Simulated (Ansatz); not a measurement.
```yaml
crystal:
  periodic: [false, false, false]
  atoms:
    - {symbol: Si, position_ang: [-0.641994, 0.491964, -0.311789]}
    - {symbol: B, position_ang: [0.799280, -0.642761, 0.525041]}
    - {symbol: Cl, position_ang: [2.119562, -1.275327, -0.413521]}
    - {symbol: H, position_ang: [-1.958548, -0.177251, -0.110703]}
    - {symbol: H, position_ang: [-0.430134, 0.722643, -1.764348]}
    - {symbol: H, position_ang: [-0.692640, 1.805946, 0.389709]}
    - {symbol: H, position_ang: [0.804464, -0.925204, 1.685611]}
basis:
  gaussian: {orbitals: aug-cc-pVTZ, fitting: {mean_field: def2-universal-jkfit}, nuclear_model: gaussian}
magnetization: {spin_polarized: true, initial_magnetization: 6}
hamiltonian: {xc: {name: LC-wPBE}}
```

```sh
$ ansatz run in.yaml --threads 2 --pin off --events-out ev --progress --plain --max-ram 20480MiB --backend cpu
```

Output, abridged:

```
Functional definition: LC-wPBE
403 factors; integrals over basis functions are off by at most 1.1e0 eV
403 factors; integrals over basis functions are off by at most 7.6e-3 eV
mean field evaluation 1: about -21107.2567 eV, gradient 2.9e1 eV
mean field evaluation 2: about -21094.7474 eV, gradient 5.5e1 eV
mean field evaluation 4: about -21114.4548 eV, gradient 6.8e0 eV
mean field evaluation 8: about -21115.7133 eV, gradient 8.1e-1 eV
mean field evaluation 16: about -21116.0305 eV, gradient 1.6e-1 eV
mean field evaluation 32: about -21116.3335 eV, gradient 2.0e-5 eV
mean field -21116.33345111 eV, -776.0109411635 hartree, gradient 8.9e-6 eV, S^2 12.027649; 6 other end points of the search recorded, 0 dependent functions left out
reference -21116.33345113 eV, -776.0109411641 hartree; 23, 17 occupied and 215, 221 virtual orbitals, 403 factors
Total energy: -21116.33345113 eV, -776.0109411641 hartree
```

Question: What is wrong with this run?

Answer: The spin is set far too high for this molecule. Self-consistency was reached. The result belongs to that input, not to the molecule as meant.
